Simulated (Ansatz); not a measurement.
The input, for Ansatz 0.2.0:

```yaml
crystal:
  periodic: [false, false, false]
  atoms:
    - {symbol: N, position_ang: [0.000000, -0.187817, 1.099702]}
    - {symbol: S, position_ang: [0.000000, 0.096160, -0.500007]}
    - {symbol: H, position_ang: [0.000000, 0.740397, 1.531227]}
    - {symbol: H, position_ang: [0.000000, -1.189495, -0.906663]}
basis:
  gaussian: {orbitals: cc-pVDZ}
magnetization: {spin_polarized: false, initial_magnetization: 3}
hamiltonian: {xc: hf}
accuracy: high
output: {orbitals: {seedname: orbitals}}
```

```sh
$ ansatz run in.yaml --threads 1 --pin off --events-out ev --progress --plain --max-ram 2393MiB
```

Roughly how long does this take on 1 thread of AMD EPYC 9R45, shared host, and how much host memory?

0.54 s wall and 0.11 GiB.

```
906 factors; integrals over basis functions are off by at most 3.9e-9 eV
mean field evaluation 1: about -12321.0356 eV, gradient 1.6e1 eV
mean field evaluation 2: about -12321.1110 eV, gradient 1.6e1 eV
mean field evaluation 4: about -12322.7317 eV, gradient 3.1e0 eV
mean field evaluation 8: about -12322.9656 eV, gradient 3.9e-1 eV
mean field evaluation 16: about -12322.9705 eV, gradient 8.6e-7 eV
mean field evaluation 32: about -12322.9492 eV, gradient 3.0e-1 eV
mean field evaluation 64: about -12317.9354 eV, gradient 2.4e1 eV
mean field evaluation 96: about -12315.4068 eV, gradient 1.4e1 eV
mean field evaluation 128: about -12319.0973 eV, gradient 4.3e0 eV
mean field evaluation 160: about -12317.1635 eV, gradient 2.1e1 eV
mean field evaluation 192: about -12322.9647 eV, gradient 5.1e-1 eV
mean field evaluation 224: about -12322.3438 eV, gradient 1.9e0 eV
mean field -12322.97045406 eV, -452.8608113775 hartree, gradient 3.2e-8 eV, S^2 3.750000; 4 other end points of the search recorded, 0 dependent functions left out
reference -12322.97045406 eV, -452.8608113775 hartree; 14, 11 occupied and 28, 31 virtual orbitals, 906 factors
Total energy: -12322.97045406 eV, -452.8608113775 hartree
```
